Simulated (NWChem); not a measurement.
# Correlation energy of ClNa

```xyz
2

Na     0.0000     0.0000    -1.4209
Cl     0.0000     0.0000     0.9194
```
Charge 0, spin multiplicity 1.

Program: NWChem. All single points use one geometry, from B3LYP/def2-SVP, a minimum by its harmonic frequencies.

Basis set: cc-pVQZ. Each correlation energy counts from its own Hartree-Fock reference.

The correlated methods keep 6 core orbitals frozen. The structure started from a generated list of species. Coupled-cluster values serve here as a point of comparison, not as the truth.

Q: Order these methods by the correlation energy they give, lowest first: MP2, SCS-MP2, CCSD, CR-CCSD[T].

A: CR-CCSD[T] (-260.7 mHa), CCSD (-251.6 mHa), MP2 (-235.7 mHa), SCS-MP2 (-234.3 mHa)
